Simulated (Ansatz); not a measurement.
This geometry of AlH3O + H2 (7 atoms, charge 0, multiplicity 1) is a first-order saddle point.

All numbers below come from Ansatz 0.2.0, RKS B3LYP-D4/def2-SVP.

```xyz
7
Properties=species:S:1:pos:R:3
Al 0.011 0.236 0.000
O -0.005 -0.023 1.866
H -0.809 -0.293 2.334
H 1.401 -0.099 -0.667
H -1.402 -0.018 -0.668
H 0.053 1.863 0.741
H -0.011 1.181 1.549
```

(1) Which two structures does it join? (They come from a converged band through this point; their orientation in space is the band's.)

(2) How far does it lie above each of them?

Answers

(1) Bonds broken: H6–H7. Bonds formed: Al1–H6, O2–H7. AlH3O + H2 becomes AlH5O.

Initial state:

```xyz
7
Properties=species:S:1:pos:R:3
Al -0.052 -0.162 0.197
O -0.070 -0.622 1.846
H -0.855 -0.744 2.387
H 1.372 -0.123 -0.478
H -1.408 0.088 -0.583
H 0.107 2.347 0.540
H 0.145 2.064 1.247
```

Final state:

```xyz
7
Properties=species:S:1:pos:R:3
Al 0.026 0.482 -0.150
O -0.034 0.145 1.864
H -0.826 -0.328 2.161
H 1.358 -0.262 -0.604
H -1.379 -0.218 -0.469
H 0.054 2.081 -0.049
H 0.040 0.947 2.404
```

(2) 21.2 kcal/mol above the first and 15.1 kcal/mol above the second. This is the barrier of this one path; another mechanism may lie lower. The orbitals stay closed-shell, which can raise the energy where a bond breaks towards radicals; this wasn't checked here.

The run took 2.2 min on 1 thread of Arm Neoverse N1 (shared host), peak memory 0.11 GiB.
